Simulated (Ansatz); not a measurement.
Write a Python script for the Ansatz DFT code, driven from Python that makes a single point from an input written key by key of C4H8, SMILES CC1CC1. Level of theory: r2SCAN, def2-SVP basis, multiplicity 1.

```xyz
12

C    -0.8942    0.9921   -0.4240
C    -0.4182   -0.1318    0.3268
C     1.0114   -0.1984    0.6785
C     0.5560   -1.1232   -0.3486
H    -1.8511    0.7464   -0.9905
H    -1.1910    1.8696    0.2478
H    -0.1925    1.4155   -1.1628
H    -1.0959   -0.4805    1.0431
H     1.3093   -0.5968    1.7019
H     1.7070    0.5929    0.3805
H     0.7534   -0.9712   -1.3581
H     0.3829   -2.1698   -0.0606
```

`run_deck.py`
```python
"""C4H8 through the session interface."""

import ansatz as az
import numpy as np

deck = {
    "crystal": {
        "periodic": [False, False, False],
        "atoms": [
            {"symbol": "C", "position_ang": [-0.8942, 0.9921, -0.424]},
            {"symbol": "C", "position_ang": [-0.4182, -0.1318, 0.3268]},
            {"symbol": "C", "position_ang": [1.0114, -0.1984, 0.6785]},
            {"symbol": "C", "position_ang": [0.556, -1.1232, -0.3486]},
            {"symbol": "H", "position_ang": [-1.8511, 0.7464, -0.9905]},
            {"symbol": "H", "position_ang": [-1.191, 1.8696, 0.2478]},
            {"symbol": "H", "position_ang": [-0.1925, 1.4155, -1.1628]},
            {"symbol": "H", "position_ang": [-1.0959, -0.4805, 1.0431]},
            {"symbol": "H", "position_ang": [1.3093, -0.5968, 1.7019]},
            {"symbol": "H", "position_ang": [1.707, 0.5929, 0.3805]},
            {"symbol": "H", "position_ang": [0.7534, -0.9712, -1.3581]},
            {"symbol": "H", "position_ang": [0.3829, -2.1698, -0.0606]},
        ],
    },
    "basis": {"gaussian": {"orbitals": "def2-SVP"}},
    "hamiltonian": {"xc": "r2scan"},
    "output": {"forces": True},
}
session = az.Session.from_dict(deck)
r = session.plan(threads=1).execute().report

for key in ("converged", "free_energy_ev", "reference_energy_ev", "n_frozen", "n_occupied", "n_virtual"):
    print(f"{key:22s} {r[key]}")
symbols = ["C", "C", "C", "C", "H", "H", "H", "H", "H", "H", "H", "H"]

print("forces (eV/A)")
for symbol, f in zip(symbols, r["forces_ev_ang"]):
    print(f"  {symbol:2s} {f[0]:9.4f} {f[1]:9.4f} {f[2]:9.4f}")
charges = r["charge_distribution"]
dipole = np.array(charges["dipole_moment_e_ang"]) * 4.803205
print("dipole (D): {:.3f} {:.3f} {:.3f}, length {:.3f}".format(*dipole, np.linalg.norm(dipole)))
print("atom  Mulliken   Lowdin")
for symbol, m, l in zip(symbols, charges["mulliken_charges_e"], charges["lowdin_charges_e"]):
    print(f"{symbol:4s} {m:9.3f} {l:8.3f}")
```

Running `python run_deck.py` prints:
```text
converged              True
free_energy_ev         -4271.581579057642
reference_energy_ev    -4271.581579057642
n_frozen               0
n_occupied             [16, 16]
n_virtual              [80, 80]
forces (eV/A)
  C    -2.5240    2.8484   -1.2137
  C     2.1667   -0.8335   -0.8641
  C     2.0424    0.2412    2.4305
  C    -2.0562   -1.4068    1.9591
  H     0.8371    0.2046    0.3740
  H     0.3487   -0.8247   -0.5628
  H     0.1287   -0.2248    0.0616
  H    -1.1631   -1.0302    1.2915
  H    -0.3909    0.2632   -1.1503
  H    -0.1917    0.2640   -0.0877
  H     0.5598    0.4253   -2.0787
  H     0.2424    0.0731   -0.1595
dipole (D): -0.061 0.027 0.055, length 0.087
atom  Mulliken   Lowdin
C        0.001    0.029
C       -0.197   -0.098
C       -0.070   -0.017
C       -0.051    0.005
H        0.036    0.012
H        0.036    0.014
H        0.022    0.005
H        0.032    0.004
H        0.056    0.025
H        0.045    0.010
H        0.037   -0.007
H        0.053    0.018
```

Notes:
- Total energies depend on the basis set; only differences at equal settings carry meaning.
- The geometry is a force-field or estimated start, not a minimum of this method, and the basis set is short of its limit.
- The Löwdin charges here are taken after orthogonalising the functions within each atom; they differ from plain Löwdin charges, and their signs can be unphysical.
- Finished in 5.5 s on 1 thread of Arm Neoverse V1, with other jobs on the host, peak memory 0.19 GiB.
